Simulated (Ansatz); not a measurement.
# UCCSD/STO-3G run of NO2 (nitrogen dioxide)

What is the vertical doublet–quartet gap of NO2 (nitrogen dioxide) at UCCSD/STO-3G? 

Program for the calculation: Ansatz 0.2.0.

45 further runs of the same task are left out: 11 that didn't finish, 34 set aside as unsound or not needed.

**1. The structure to begin with**

NO2: 3 atoms, total charge 0, spin state doublet. As SMILES, `[O]N=O`. The coordinates come from a PBE0-D4/def2-TZVP relaxation.

Bond lengths: O1–N2 1.183 Å, N2–O3 1.183 Å. Angles: O1–N2–O3 134.8°.

**2. The energy at UCCSD/STO-3G**

job.yaml reads:

```yaml
crystal:
  periodic: [false, false, false]
  atoms:
    - {symbol: O, position_ang: [0.209760, -1.082190, 0.000620]}
    - {symbol: N, position_ang: [-0.265470, -0.009110, -0.145890]}
    - {symbol: O, position_ang: [0.055690, 1.091300, 0.145270]}
basis:
  gaussian:
    orbitals: STO-3G
magnetization:
  spin_polarized: true
  initial_magnetization: 1
correlation:
  method: ccsd
  frozen_orbitals: {"N": 1, O: 1}
accuracy: high
scf:
  omitted_lower_state_checks: [cluster_reference, increment]
```

Launch:

```bash
$ ansatz run job.yaml --threads 1 --pin off --max-ram 3480MiB --events-out events.jsonl --progress --plain --runs-dir runs
```

Output, shortened:

```text
Warning: RAYON_NUM_THREADS=1 ignored (pool sized by the plan → 1); use --threads N
Functional definition: HF
  name "HF"
[...]
252 factors; integrals over basis functions are off by at most 4.3e-8 eV
[...]
mean field -5477.07198454 eV, -201.2786829391 hartree, gradient 1.3e-8 eV, S^2 1.184537; 13 other end points of the search recorded, 0 dependent functions left out
3 core orbitals not correlated: weight in the atoms' cores, before any rotation towards them, 1.000 or more for the frozen orbitals, at most 0.000 for the correlated occupied ones
reference -5477.07198454 eV, -201.2786829391 hartree; 9, 8 occupied and 3, 4 virtual orbitals, 252 factors
second order -3.70465183 eV of doubles, -0.00000000 eV of singles
cycle   1  -4.04646538 eV  change   -3.4e-1 eV  update   1.1e-1
[...]
cycle  32  -5.05479801 eV  change   -1.2e-9 eV  update  2.5e-10
Total energy: -5482.12678254 eV, -201.4644433395 hartree
Checks for a lower state left out: cluster_reference, increment
```

Run time: 0.71 s. Hardware: 1 thread of Arm Neoverse V1, shared host.

**3. The quartet**

job.yaml reads:

```yaml
crystal:
  periodic: [false, false, false]
  atoms:
    - symbol: O
      position_ang: [0.209760, -1.082190, 0.000620]
    - symbol: N
      position_ang: [-0.265470, -0.009110, -0.145890]
    - symbol: O
      position_ang: [0.055690, 1.091300, 0.145270]
basis:
  gaussian:
    orbitals: STO-3G
magnetization:
  spin_polarized: true
  initial_magnetization: 3
correlation:
  method: ccsd
  frozen_orbitals: {"N": 1, O: 1}
accuracy: high
scf:
  omitted_lower_state_checks: [cluster_reference, increment]
```

Launch:

```bash
$ ansatz run job.yaml --threads 1 --pin off --max-ram 3480MiB --events-out events.jsonl --progress --plain --runs-dir runs
```

Output, shortened:

```text
Warning: RAYON_NUM_THREADS=1 ignored (pool sized by the plan → 1); use --threads N
[... 2 set-up lines as earlier in the session ...]
[...]
252 factors; integrals over basis functions are off by at most 4.3e-8 eV
[...]
mean field -5475.40103903 eV, -201.2172768243 hartree, gradient 1.6e-8 eV, S^2 3.759661; 4 other end points of the search recorded, 0 dependent functions left out
3 core orbitals not correlated: weight in the atoms' cores, before any rotation towards them, 1.000 or more for the frozen orbitals, at most 0.000 for the correlated occupied ones
reference -5475.40103903 eV, -201.2172768243 hartree; 10, 7 occupied and 2, 5 virtual orbitals, 252 factors
second order -2.13245415 eV of doubles, -0.00000000 eV of singles
cycle   1  -2.53484998 eV  change   -4.0e-1 eV  update   6.8e-2
[...]
cycle  23  -2.93985821 eV  change   7.1e-10 eV  update   1.1e-9
Total energy: -5478.34089725 eV, -201.3253146209 hartree
Checks for a lower state left out: cluster_reference, increment
```

Wall time 0.41 s (1 thread of Arm Neoverse V1, shared host).

**4. Outcome**

Level: UCCSD/STO-3G, 3 core orbitals frozen.

| quantity | value |
| --- | --- |
| doublet: total energy | -201.46444 Eh |
| doublet: correlation energy (3 core orbitals frozen) | -185.8 mEh |
| doublet: ⟨S²⟩ of the reference determinant | 1.185 |
| doublet: T1 diagnostic | 0.075 |
| quartet: total energy | -201.32531 Eh |
| quartet: correlation energy (3 core orbitals frozen) | -108.0 mEh |
| quartet: ⟨S²⟩ of the reference determinant | 3.760 |
| quartet: T1 diagnostic | 0.026 |
| vertical energy of the quartet above the doublet | 3.786 eV |

At this shape the quartet lies 3.79 eV (87 kcal/mol) above the doublet. In a minimal basis such a difference can be off by several eV, whatever the method. ⟨S²⟩ (doublet) is 1.18 where a pure doublet has 0.75: the reference is spin-contaminated. The T1 diagnostic (doublet) of 0.075 is above the customary mark for such species, so a single reference may not serve.
